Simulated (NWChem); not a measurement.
hydrogen isocyanide (CHN); SMILES [C-]#[NH+]

Results from NWChem. Structure relaxed at the PBE-D3(BJ)/def2-SVP level. Ions are spin-unrestricted doublets at the neutral geometry; other ion states weren't tried. Functional: LC-ωPBE (HJS hole) with def2-SVP; the question gives the range parameter ω in 1/bohr.

What does the run give for range parameter (1/bohr) 0.10? Quantities: −ε(HOMO) (eV).


| Property | Value |
|---|---|
| −ε(HOMO) (eV) | 8.77 |
